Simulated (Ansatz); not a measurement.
NbB₂ (P6/mmm)

Computed with DFT r2SCAN, scalar-relativistic, plane waves, PAW in Ansatz.

Cutoff 500 eV; k points 18×18×12 on the computed 3-atom cell (Γ-centred); Gaussian smearing, width 0.10 eV; no spin polarisation.

The structure is relaxed at this level of theory with its symmetry kept. Whether it is the stable form of this composition wasn't checked.

```cif
data_structure
_symmetry_space_group_name_H-M 'P 1'
_symmetry_Int_Tables_number 1
_cell_length_a 3.1032
_cell_length_b 3.1032
_cell_length_c 3.3209
_cell_angle_alpha 90.000
_cell_angle_beta 90.000
_cell_angle_gamma 120.000
_cell_volume 27.70
loop_
_atom_site_label
_atom_site_type_symbol
_atom_site_fract_x
_atom_site_fract_y
_atom_site_fract_z
_atom_site_occupancy
Nb1 Nb 0.00000 0.00000 0.00000 1
B1 B 0.33333 0.66667 0.50000 1
B2 B 0.66667 0.33333 0.50000 1
```

- Space group: P6/mmm (No. 191)
- Volume per atom: 62.3 bohr³
- Formation energy from the elements' standard states (uncorrected): -0.754 eV/atom
- Generalised Kohn–Sham band gap: none (metal)
- Density of states at the Fermi level: 0.99 states/eV per cell
- Löwdin character within 0.5 eV of the Fermi level: Nb 4d 73 %, B 2p 23 %
- Bulk modulus: 294 GPa
- Its pressure derivative: 4.0
- Bader charges (e): Nb (1 in the cell) 1.41, B (2 in the cell) -0.71

Cost: 9 runs of about 12 core-minutes in all, on Intel Xeon Processor @ 2.50GHz (Skylake/Cascade Lake) (shared hosts).